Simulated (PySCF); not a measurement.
# Ionisation energy of P by level of theory

P [Ne] 3s2 3p3 [3p1/2^2 3p3/2^1, M_J = 3/2] → P⁺ [Ne] 3s2 3p2 [3p1/2^2, M_J = 0], as a difference of total energies. Computed with PySCF 2.14 in x2c-TZVPall-2c with one added diffuse shell each of s, p type (6s7p2d1f, 44 functions), with the two-component X2C-1e Hamiltonian. Correlated levels: [Ne] frozen; the 6 highest virtual spinors dropped. "Screened" scales the spin-orbit matrix elements by Boettger's factors to mimic the two-electron term; Breit and QED terms are absent.

```csv
method,ionisation energy (eV)
GHF (spin-free),10.001
GMP2 (spin-free),10.471
GHF (screened spin-orbit),9.979
GMP2 (screened spin-orbit),10.450
```

How much does correlation contribute at GMP2 (screened spin-orbit)?

10.450 − (9.979) = 0.471 eV, measured against GHF (screened spin-orbit).

Errors of the correlated levels include the incompleteness of this basis and the frozen core.

The labels give the starting determinants; with spin-orbit coupling the two ends relaxed to ⟨J²⟩ = 3.75, ⟨L²⟩ = 0.00, ⟨S²⟩ = 3.75 and ⟨J²⟩ = 1.90, ⟨L²⟩ = 2.01, ⟨S²⟩ = 2.00.

The determinant of P⁺ mixes levels of different J (the jj label is only the starting occupation), so the difference between spin-free and spin-orbit rows is not the physical spin-orbit shift.

For comparison: 10.487 eV (measured; NIST Atomic Spectra Database, ionization energies).
